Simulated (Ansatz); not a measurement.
# How the elastic constant C44 of 1T (CdI2-type) TiS2 moves with the method

No measured value is used here.

| level (code) | value (GPa) | cell (Å³/atom) |
|---|---|---|
| LDA (Ansatz) | 21.8 | 17.27 |
| PBE (Ansatz) | [?] | 22.15 |
| PBEsol (Ansatz) | 14.3 | 18.28 |
| PBE-D3(BJ) (Ansatz) | 20.3 | 18.01 |
| PBE-D4 (Ansatz) | 15.4 | 18.56 |

**Question.** Some entries are withheld; supply them.

**Answer.** 
- PBE (Ansatz, a quantum-chemistry and plane-wave program), value (GPa): 0.94

LDA: LDA has no dispersion term either, though it tends to give short spacings of layers, chains or molecules. PBE, PBEsol: the cell comes from a level without a dispersion term, which matters for the spacing of layers, chains or molecules. PBE-D3(BJ), PBE-D4: the dispersion coefficients are held fixed in the derivatives. Each level is taken at its own relaxed cell. Ansatz's density-functional and Hartree–Fock values are scalar-relativistic unless marked +SOC, with PAW data made under PBE.
